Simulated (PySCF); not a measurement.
Species: AlH₃ (charge -1 and doublet state).
Hydrogens: H2, H3, H4 on Al1.

As a line formula: `[AlH3-]` [radical] (charge -1).

Computed with UKS B3LYP, IGLO-III on Al, pcH-1 on H, non-relativistic, mean-field spin-orbit, GIAO in PySCF. Isolated species at its PBE0-D3(BJ)/def2-SVP geometry, gas phase. Whether the extra electron is bound in the gas phase wasn't checked; a finite basis holds it in any case.

Task: Break the g tensor into its mass correction, gauge correction and orbital-Zeeman/spin–orbit terms.

Result: 
| Δg (ppm) | 1 | 2 | 3 |
| --- | --- | --- | --- |
| relativistic mass correction | -69 | -69 | -69 |
| gauge correction | 5 | 28 | 28 |
| orbital Zeeman/spin–orbit | -25 | 615 | 615 |
| total | -89 | 574 | 574 |

So g = 2.00223, 2.00289, 2.00289 and g_iso = 2.00267; the tensor is axial. 

Task: At 9.32 GHz, how far is the centre of the isotropic spectrum from where a free electron (g = 2.002319) resonates?

Result: B = hν/(g μB) with μB/h = 13.99624 MHz/mT gives 332.56 mT for the free electron and 332.50 mT at g_iso, 0.06 mT lower.

Task: What are the electron Larmor frequencies g μB B/h along the three axes at 1200 mT?

Result: 33.6285, 33.6396, 33.6396 GHz for g1, g2 and g3, a range of 11.1 MHz.

Task: How much does each term add to the isotropic shift?

Result: The orbital-Zeeman/spin–orbit term 402, the mass correction -69 and the gauge correction 21 ppm, for a total of 353 ppm. The orbital-Zeeman/spin–orbit term is the largest in size. The mass correction is the same along every axis, so the anisotropy comes from the other two: their spans along these axes are 23 (gauge) and 640 ppm (orbital Zeeman/spin–orbit).

Task: In a frozen sample, at which fields do the three g values resonate at 9.5, 34, 94 and 263 GHz (hyperfine left aside), and which band first spreads them over more than twice a line width of 0.3 mT?

Result: 
| band | GHz | B(g3) mT | B(g2) mT | B(g1) mT | spread mT |
| --- | --- | --- | --- | --- | --- |
| X | 9.5 | 338.89 | 338.89 | 339.00 | 0.11 |
| Q | 34.0 | 1212.86 | 1212.86 | 1213.26 | 0.40 |
| W | 94.0 | 3353.19 | 3353.19 | 3354.30 | 1.11 |
| J | 263.0 | 9381.80 | 9381.81 | 9384.91 | 3.11 |

The spread grows in proportion to the frequency. W band is the first where it exceeds 0.6 mT.

The largest Mulliken spin population is on Al1 (+0.96). The angles at Al1 add up to 332.9°, so it is pyramidal.

The HOMO–LUMO gaps are 5.09 eV among the α and 6.02 eV among the β orbitals.
